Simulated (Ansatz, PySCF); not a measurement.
Potential energy curve for Na₂, singlet.

RHF/6-31G* = restricted Hartree-Fock/6-31G*, spherical d (PySCF 2.14.0); UMP2/3-21G = unrestricted MP2 (frozen core)/3-21G (PySCF); UKS-B3LYP/3-21G = unrestricted B3LYP/3-21G (PySCF); FCI = full CI/cc-pVQZ, frozen core in Ansatz (a program for electronic structure).

Energies relative to the lowest point of each curve near equilibrium, in kJ/mol; the last columns give the difference from FCI:

```json
[
 {"R / Å": "2.49", "RHF/6-31G*": "36.0", "UMP2/3-21G": "30.4", "UKS-B3LYP/3-21G": "21.2", "FCI": "33.5", "RHF/6-31G* − FCI": "2.5", "UMP2/3-21G − FCI": "-3.0", "UKS-B3LYP/3-21G − FCI": "-12.2"},
 {"R / Å": "2.69", "RHF/6-31G*": "16.6", "UMP2/3-21G": "15.2", "UKS-B3LYP/3-21G": "8.7", "FCI": "15.0", "RHF/6-31G* − FCI": "1.6", "UMP2/3-21G − FCI": "0.2", "UKS-B3LYP/3-21G − FCI": "-6.3"},
 {"R / Å": "2.80", "RHF/6-31G*": "9.5", "UMP2/3-21G": "9.3", "UKS-B3LYP/3-21G": "4.2", "FCI": "8.4", "RHF/6-31G* − FCI": "1.1", "UMP2/3-21G − FCI": "0.9", "UKS-B3LYP/3-21G − FCI": "-4.2"},
 {"R / Å": "2.91", "RHF/6-31G*": "4.6", "UMP2/3-21G": "5.1", "UKS-B3LYP/3-21G": "1.4", "FCI": "4.0", "RHF/6-31G* − FCI": "0.7", "UMP2/3-21G − FCI": "1.1", "UKS-B3LYP/3-21G − FCI": "-2.6"},
 {"R / Å": "2.97", "RHF/6-31G*": "2.8", "UMP2/3-21G": "3.4", "UKS-B3LYP/3-21G": "0.5", "FCI": "2.3", "RHF/6-31G* − FCI": "0.5", "UMP2/3-21G − FCI": "1.1", "UKS-B3LYP/3-21G − FCI": "-1.8"},
 {"R / Å": "3.10", "RHF/6-31G*": "0.4", "UMP2/3-21G": "1.0", "UKS-B3LYP/3-21G": "0.0", "FCI": "0.3", "RHF/6-31G* − FCI": "0.1", "UMP2/3-21G − FCI": "0.7", "UKS-B3LYP/3-21G − FCI": "-0.3"},
 {"R / Å": "3.19", "RHF/6-31G*": "0.0", "UMP2/3-21G": "0.2", "UKS-B3LYP/3-21G": "0.6", "FCI": "0.0", "RHF/6-31G* − FCI": "0.0", "UMP2/3-21G − FCI": "0.2", "UKS-B3LYP/3-21G − FCI": "0.6"},
 {"R / Å": "3.26", "RHF/6-31G*": "0.2", "UMP2/3-21G": "0.0", "UKS-B3LYP/3-21G": "1.6", "FCI": "0.3", "RHF/6-31G* − FCI": "-0.1", "UMP2/3-21G − FCI": "-0.3", "UKS-B3LYP/3-21G − FCI": "1.3"},
 {"R / Å": "3.40", "RHF/6-31G*": "2.0", "UMP2/3-21G": "0.5", "UKS-B3LYP/3-21G": "4.7", "FCI": "2.0", "RHF/6-31G* − FCI": "0.0", "UMP2/3-21G − FCI": "-1.5", "UKS-B3LYP/3-21G − FCI": "2.7"},
 {"R / Å": "3.52", "RHF/6-31G*": "4.6", "UMP2/3-21G": "1.6", "UKS-B3LYP/3-21G": "8.3", "FCI": "4.4", "RHF/6-31G* − FCI": "0.2", "UMP2/3-21G − FCI": "-2.9", "UKS-B3LYP/3-21G − FCI": "3.8"},
 {"R / Å": "3.83", "RHF/6-31G*": "14.7", "UMP2/3-21G": "6.1", "UKS-B3LYP/3-21G": "20.1", "FCI": "13.3", "RHF/6-31G* − FCI": "1.4", "UMP2/3-21G − FCI": "-7.2", "UKS-B3LYP/3-21G − FCI": "6.8"},
 {"R / Å": "4.19", "RHF/6-31G*": "29.9", "UMP2/3-21G": "12.1", "UKS-B3LYP/3-21G": "35.9", "FCI": "25.5", "RHF/6-31G* − FCI": "4.4", "UMP2/3-21G − FCI": "-13.4", "UKS-B3LYP/3-21G − FCI": "10.4"},
 {"R / Å": "4.62", "RHF/6-31G*": "49.8", "UMP2/3-21G": "18.2", "UKS-B3LYP/3-21G": "52.8", "FCI": "39.3", "RHF/6-31G* − FCI": "10.6", "UMP2/3-21G − FCI": "-21.1", "UKS-B3LYP/3-21G − FCI": "13.6"},
 {"R / Å": "5.07", "RHF/6-31G*": "70.5", "UMP2/3-21G": "22.4", "UKS-B3LYP/3-21G": "64.2", "FCI": "50.6", "RHF/6-31G* − FCI": "19.9", "UMP2/3-21G − FCI": "-28.2", "UKS-B3LYP/3-21G − FCI": "13.6"},
 {"R / Å": "5.63", "RHF/6-31G*": "94.2", "UMP2/3-21G": "25.2", "UKS-B3LYP/3-21G": "71.9", "FCI": "59.8", "RHF/6-31G* − FCI": "34.4", "UMP2/3-21G − FCI": "-34.6", "UKS-B3LYP/3-21G − FCI": "12.1"},
 {"R / Å": "6.26", "RHF/6-31G*": "117.4", "UMP2/3-21G": "26.6", "UKS-B3LYP/3-21G": "75.8", "FCI": "65.2", "RHF/6-31G* − FCI": "52.2", "UMP2/3-21G − FCI": "-38.6", "UKS-B3LYP/3-21G − FCI": "10.7"},
 {"R / Å": "6.89", "RHF/6-31G*": "136.9", "UMP2/3-21G": "27.3", "UKS-B3LYP/3-21G": "77.7", "FCI": "67.7", "RHF/6-31G* − FCI": "69.2", "UMP2/3-21G − FCI": "-40.3", "UKS-B3LYP/3-21G − FCI": "10.0"},
 {"R / Å": "7.50", "RHF/6-31G*": "152.5", "UMP2/3-21G": "27.8", "UKS-B3LYP/3-21G": "78.6", "FCI": "68.7", "RHF/6-31G* − FCI": "83.8", "UMP2/3-21G − FCI": "-40.9", "UKS-B3LYP/3-21G − FCI": "9.9"},
 {"R / Å": "8.47", "RHF/6-31G*": "171.9", "UMP2/3-21G": "28.4", "UKS-B3LYP/3-21G": "79.4", "FCI": "69.4", "RHF/6-31G* − FCI": "102.5", "UMP2/3-21G − FCI": "-41.0", "UKS-B3LYP/3-21G − FCI": "10.0"},
 {"R / Å": "9.30", "RHF/6-31G*": "184.3", "UMP2/3-21G": "28.8", "UKS-B3LYP/3-21G": "79.9", "FCI": "69.6", "RHF/6-31G* − FCI": "114.7", "UMP2/3-21G − FCI": "-40.9", "UKS-B3LYP/3-21G − FCI": "10.3"}
]
```

RHF/6-31G* is furthest from FCI at 9.30 (114.7 kJ/mol, above); its mean absolute difference over the points is 25.0 kJ/mol.

UMP2/3-21G is furthest from FCI at 8.47 (-41.0 kJ/mol, below); its mean absolute difference over the points is 15.9 kJ/mol.

UKS-B3LYP/3-21G is furthest from FCI at 5.07 (13.6 kJ/mol, above); its mean absolute difference over the points is 7.2 kJ/mol.

The restricted form behind RHF/6-31G* keeps the bonding electrons paired and can't separate into open-shell fragments. The unrestricted determinant behind UMP2/3-21G is spin-contaminated at 2.49 to 9.30 Å (<S²> up to 1.0, against 0.00 for a pure singlet). The unrestricted determinant behind UKS-B3LYP/3-21G is spin-contaminated at 4.62 to 9.30 Å (<S²> up to 1.0, against 0.00 for a pure singlet).
